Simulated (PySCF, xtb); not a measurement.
pyrrole (C4H5N), SMILES c1cc[nH]c1.

GFN2-xTB (xtb) at its own geometry gives an orbital gap of 5.06 eV and a dipole moment of 2.10 D.

Coordinates come from a B3LYP-D3(BJ)/def2-SVP optimisation.

### Question
What does PBE/def2-TZVP (PySCF) give? (An estimate is asked for; the answer gives what the named calculation found.)

### Answer
gap 5.10 eV (levels -5.08 and 0.02 eV), dipole 1.94 D.
